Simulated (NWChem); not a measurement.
Program: NWChem. System: Cl (-1), charge -1, spin multiplicity 1. Level: evGW@PBE0/def2-TZVPD, RI basis def2-tzvpd-rifit, 6 cycles.

Output (cleaned and shortened):

```
             Northwest Computational Chemistry Package (NWChem) 7.3.0
             --------------------------------------------------------

                                NWChem Input Module
                                -------------------

 Scaling coordinates for geometry "geometry" by  1.889725989
 (inverse scale =  0.529177249)

                             Geometry "geometry" -> ""
                             -------------------------

 Output coordinates in angstroms (scale by  1.889725989 to convert to a.u.)

  No.       Tag          Charge          X              Y              Z
 ---- ---------------- ---------- -------------- -------------- --------------
    1 Cl                  17.0000     0.00000000     0.00000000     0.00000000

 Effective nuclear repulsion energy (a.u.)       0.0000000000

            Nuclear Dipole moment (a.u.)
            ----------------------------
        X                 Y               Z
 ---------------- ---------------- ----------------
     0.0000000000     0.0000000000     0.0000000000

      Symmetry information
      --------------------

 Group name             D2h
 Group number             26
 Group order               8
 No. of unique centers     1

      Symmetry unique atoms

     1


 Summary of "ao basis" -> "" (spherical)
 ------------------------------------------------------------------------------
       Tag                 Description            Shells   Functions and Types
 ---------------- ------------------------------  ------  ---------------------
 *                         def2-tzvpd                 on all atoms

 new library libraries.bse/

 Summary of "ri basis" -> "" (spherical)
 ------------------------------------------------------------------------------
       Tag                 Description            Shells   Functions and Types
 ---------------- ------------------------------  ------  ---------------------
 *                      def2-tzvpd-rifit              on all atoms

                                 NWChem DFT Module
                                 -----------------

 Summary of "ao basis" -> "ao basis" (spherical)
 ------------------------------------------------------------------------------
       Tag                 Description            Shells   Functions and Types
 ---------------- ------------------------------  ------  ---------------------
 Cl                        def2-tzvpd               16       46   6s6p3d1f

 Summary of "ao basis" -> "ao basis" (spherical)
 ------------------------------------------------------------------------------
       Tag                 Description            Shells   Functions and Types
 ---------------- ------------------------------  ------  ---------------------
 Cl                        def2-tzvpd               16       46   6s6p3d1f

      Symmetry analysis of basis
      --------------------------

        ag         12
        au          1
        b1g         3
        b1u         8
        b2g         3
        b2u         8
        b3g         3
        b3u         8

            General Information
            -------------------
          SCF calculation type: DFT
          Wavefunction type:  closed shell.
          No. of atoms     :     1
          No. of electrons :    18
           Alpha electrons :     9
            Beta electrons :     9
          Charge           :    -1
          Spin multiplicity:     1
          Use of symmetry is: on ; symmetry adaption is: on
          Maximum number of iterations: 100
          This is a Direct SCF calculation.
          AO basis - number of functions:    46
                     number of shells:    16
          Convergence on energy requested:  1.00D-06
          Convergence on density requested:  1.00D-05
          Convergence on gradient requested:  5.00D-04

              XC Information
              --------------
                         PBE0 Method XC Functional
                     Hartree-Fock (Exact) Exchange  0.250
          PerdewBurkeErnzerhof Exchange Functional  0.750
            Perdew 1991 LDA Correlation Functional  1.000 local
           PerdewBurkeErnz. Correlation Functional  1.000 non-local

             Grid Information
[...]
@GW        35         75.345           0.003
@GW        36         75.345           0.003
@GW        37         75.345           0.003
@GW        38         75.345           0.003
@GW        39         75.345           0.003
@GW        40         77.813           0.004
@GW        41         77.814           0.004
@GW        42         77.814           0.004
@GW        43        314.008           0.002
@GW        44        314.007           0.002
@GW        45        314.008           0.002
@GW        46        686.042           0.005

  *** G3W3

          Computing RPA polarizability
          Solving quasiparticle equations

                  Alpha Orbitals
          State     Energy (eV)     Error (eV)
          -----------------------------------
@GW         1      -2809.717           0.000
@GW         2       -265.673           0.000
@GW         3       -197.839           0.000
@GW         4       -197.839           0.000
@GW         5       -197.839           0.000
@GW         6        -15.359           0.000
@GW         7         -3.340           0.000
@GW         8         -3.340           0.000
@GW         9         -3.341           0.000
@GW        10          7.017           0.000
@GW        11          7.017           0.000
@GW        12          7.017           0.000
@GW        13          9.066           0.000
@GW        14         13.557           0.000
@GW        15         13.558           0.000
@GW        16         13.558           0.000
@GW        17         13.558           0.000
@GW        18         13.558           0.000
@GW        19         22.213           0.000
@GW        20         22.221           0.000
@GW        21         22.221           0.000
@GW        22         27.831           0.000
@GW        23         27.831           0.000
@GW        24         27.831           0.000
@GW        25         27.831           0.000
@GW        26         27.831           0.000
@GW        27         33.159           0.000
@GW        28         67.582           0.000
@GW        29         67.582           0.000
@GW        30         67.583           0.000
@GW        31         67.582           0.000
@GW        32         67.582           0.000
@GW        33         75.632           0.000
@GW        34         75.632           0.000
@GW        35         75.632           0.000
@GW        36         75.632           0.000
@GW        37         75.632           0.000
@GW        38         75.632           0.000
@GW        39         75.632           0.000
@GW        40         78.195           0.000
@GW        41         78.196           0.000
@GW        42         78.196           0.000
@GW        43        314.696           0.000
@GW        44        314.696           0.000
@GW        45        314.697           0.000
@GW        46        686.523           0.000

  *** G4W4

          Computing RPA polarizability
          Solving quasiparticle equations

                  Alpha Orbitals
          State     Energy (eV)     Error (eV)
          -----------------------------------
@GW         1      -2812.903           0.000
@GW         2       -265.981           0.000
@GW         3       -197.915           0.000
@GW         4       -197.915           0.000
@GW         5       -197.915           0.000
@GW         6        -15.369           0.000
@GW         7         -3.341           0.000
@GW         8         -3.341           0.000
@GW         9         -3.342           0.000
@GW        10          7.017           0.000
@GW        11          7.017           0.000
@GW        12          7.017           0.000
@GW        13          9.066           0.000
@GW        14         13.558           0.000
@GW        15         13.558           0.000
@GW        16         13.558           0.000
@GW        17         13.558           0.000
@GW        18         13.558           0.000
@GW        19         22.217           0.000
@GW        20         22.225           0.000
@GW        21         22.225           0.000
@GW        22         27.842           0.000
@GW        23         27.842           0.000
@GW        24         27.842           0.000
@GW        25         27.842           0.000
@GW        26         27.841           0.000
@GW        27         33.167           0.000
@GW        28         67.638           0.000
@GW        29         67.638           0.000
@GW        30         67.639           0.000
@GW        31         67.638           0.000
@GW        32         67.639           0.000
@GW        33         75.697           0.000
@GW        34         75.697           0.000
@GW        35         75.696           0.000
@GW        36         75.696           0.000
@GW        37         75.696           0.000
@GW        38         75.697           0.000
@GW        39         75.696           0.000
@GW        40         78.274           0.000
@GW        41         78.275           0.000
@GW        42         78.275           0.000
@GW        43        314.889           0.000
@GW        44        314.890           0.000
@GW        45        314.890           0.000
@GW        46        686.631           0.000

  *** G5W5

          Computing RPA polarizability
          Solving quasiparticle equations

                  Alpha Orbitals
          State     Energy (eV)     Error (eV)
          -----------------------------------
@GW         1      -2813.902           0.000
@GW         2       -266.059           0.000
@GW         3       -197.933           0.000
@GW         4       -197.934           0.000
@GW         5       -197.934           0.000
@GW         6        -15.370           0.000
@GW         7         -3.340           0.000
@GW         8         -3.340           0.000
@GW         9         -3.342           0.000
@GW        10          7.017           0.000
@GW        11          7.017           0.000
@GW        12          7.017           0.000
@GW        13          9.066           0.000
@GW        14         13.558           0.000
@GW        15         13.558           0.000
@GW        16         13.558           0.000
@GW        17         13.558           0.000
@GW        18         13.558           0.000
@GW        19         22.217           0.000
@GW        20         22.226           0.000
@GW        21         22.226           0.000
@GW        22         27.843           0.000
@GW        23         27.843           0.000
@GW        24         27.843           0.000
@GW        25         27.843           0.000
@GW        26         27.843           0.000
@GW        27         33.169           0.000
@GW        28         67.648           0.000
@GW        29         67.648           0.000
@GW        30         67.649           0.000
@GW        31         67.648           0.000
@GW        32         67.649           0.000
@GW        33         75.709           0.000
@GW        34         75.709           0.000
@GW        35         75.709           0.000
@GW        36         75.709           0.000
@GW        37         75.708           0.000
@GW        38         75.709           0.000
@GW        39         75.709           0.000
@GW        40         78.290           0.000
@GW        41         78.291           0.000
@GW        42         78.291           0.000
@GW        43        314.940           0.000
@GW        44        314.940           0.000
@GW        45        314.941           0.000
@GW        46        686.655           0.000

     GW Timing Statistics
   ------------------------
   Init.   :          0.1s
     ERIs  :          0.1s
     Distr.:          0.0s
     Vxc   :          0.1s
   Sigma_x :          0.0s
   RPA     :          0.1s
   Wmn     :          0.1s
   Sigma_c :          0.1s
   GW total:          0.6s

 Task  times  cpu:        0.6s     wall:        0.6s

 Total times  cpu:        1.8s     wall:        1.8s
```

Problem. Write an NWChem input that would produce this output.

Solution. This is not unique; one that fits is 
```
start mol
memory heap 200 mb stack 700 mb global 1700 mb
charge -1
geometry units angstroms nocenter noautoz
  Cl     0.000000     0.000000     0.000000
  symmetry group D2h
end
basis spherical
  * library def2-tzvpd
end
basis "ri basis" bse spherical
  * library def2-tzvpd-rifit
end
dft
  xc pbe0
  iterations 100
  direct
  tolerances tight
end
task dft energy
gw
  evgw 6
  states alpha occ -1 vir -1
end
task dft gw
```
